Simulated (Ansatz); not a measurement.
This Ansatz (a first-principles code) input (wB97M-V/def2-TZVPD) gives -399.37357 Eh with 64 basis functions. A basis named .json is the Basis Set Exchange file of that set (core-valence sets with the plain set on hydrogen).

Ansatz 0.2 input:
```yaml
crystal:
  periodic: [false, false, false]
  atoms:
    - {symbol: S, position_ang: [0.00184013, 0.00030176, 0.10309296]}
    - {symbol: H, position_ang: [-0.00752722, 0.96781232, -0.82771199]}
    - {symbol: H, position_ang: [-0.02191490, -0.97264043, -0.82177540]}
basis:
  gaussian:
    orbitals: def2-TZVPD
hamiltonian:
  xc: {name: wB97M-V}
magnetization: {spin_polarized: false}
```

Change:
```diff
- orbitals: def2-TZVPD
+ orbitals: def2-QZVP.json
```

Question: What does the run give now?

Answer: -399.38605 Eh (wB97M-V/def2-QZVP, 130 functions), a change of -12.48 mEh.
